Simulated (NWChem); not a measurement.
System: methyl formate (C₂H₄O₂); SMILES COC=O

The following NWChem deck was run.

```
start job
memory heap 200 mb stack 900 mb global 1100 mb
geometry units angstroms noautosym nocenter noautoz
  C     -0.509398    -1.318595     0.002594
  O      0.676406    -0.537951     0.001445
  C      0.503956     0.780578     0.000236
  O     -0.552295     1.343814    -0.000184
  H     -1.115372    -1.111425    -0.891944
  H     -0.189132    -2.366689     0.008631
  H     -1.119780    -1.102316     0.891930
  H      1.496118     1.278758    -0.000275
end
basis spherical
  C library 6-31g*
  O library 6-31g*
  H library 6-31g*
end
dft
  xc hfexch
  iterations 150
  mulliken
end
task dft energy
esp
  recalculate
  probe 0.07
  range 0.3
  factor 1.0
  spacing 0.02
end
task esp
```

The geometry was optimised at PBE0/def2-SVP.

Atomic charges in e: unrestrained fits to the electrostatic potential beside Mulliken populations; buried atoms are poorly determined by the fit.

Atoms are numbered as in the input.

What results follow from this input? (Hartree-Fock/6-31G* (spherical d).) Quantities: ESP C1; Mulliken C1; ESP O2; Mulliken O2; ESP C3; Mulliken C3; ESP O4; Mulliken O4; relative RMS misfit of the potential (%).


```
Property                                  Result
----------------------------------------  ------
ESP C1                                      0.26
Mulliken C1                                -0.18
ESP O2                                     -0.49
Mulliken O2                                -0.61
ESP C3                                      0.77
Mulliken C3                                 0.58
ESP O4                                     -0.59
Mulliken O4                                -0.54
relative RMS misfit of the potential (%)      25
```
